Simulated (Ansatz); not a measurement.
We consider CsCl-type TlBr, described by revPBE (Ansatz, a first-principles code, PAW).

Numerical settings: plane-wave cutoff 520 eV, 8×8×8 k mesh, Fermi–Dirac smearing 0.01 eV, scalar-relativistic PAW data made under PBE.

Energies at three volumes about the minimum:

| V (Å³/atom) | E − E_lowest (meV/atom) |
|---|---|
| 35.252 | 0.68 |
| 35.971 | 0.00 |
| 36.691 | 0.62 |

### Question
Fit a parabola by hand: where is the minimum, what lattice constant follows, and what is the bulk modulus?

### Answer
Slopes: (0.00 − 0.68)/(35.971 − 35.252) = -0.946 and (0.62 − 0.00)/(36.691 − 35.971) = 0.861 meV/Å³. Curvature E″ = 2 × (0.861 − (-0.946))/(36.691 − 35.252) = 2.511 meV/Å⁶. From the middle of the first interval, the slope vanishes at V0 = 35.6115 − (-0.946)/2.511 = 35.988 Å³/atom. B = V0 E″ = 35.988 × 2.511 meV/Å³ × 0.1602 GPa per meV/Å³ = 14.5 GPa. With 2 atoms in the cube, a = (2 × 35.988)^(1/3) = 4.160 Å. The full Birch–Murnaghan fit to all volumes gives V0 = 35.973 Å³/atom and B0 = 14.4 GPa.

Measured, for comparison: lattice constant a 3.984 Å (temperature not stated, not corrected to a static lattice; as tabulated in Du and Singh (2010), arXiv:1001.5458).

Note: the cell is over a tenth larger than the published one: the level's own overestimate first of all, though another phase or state, or a fault of the published cell, is possible.
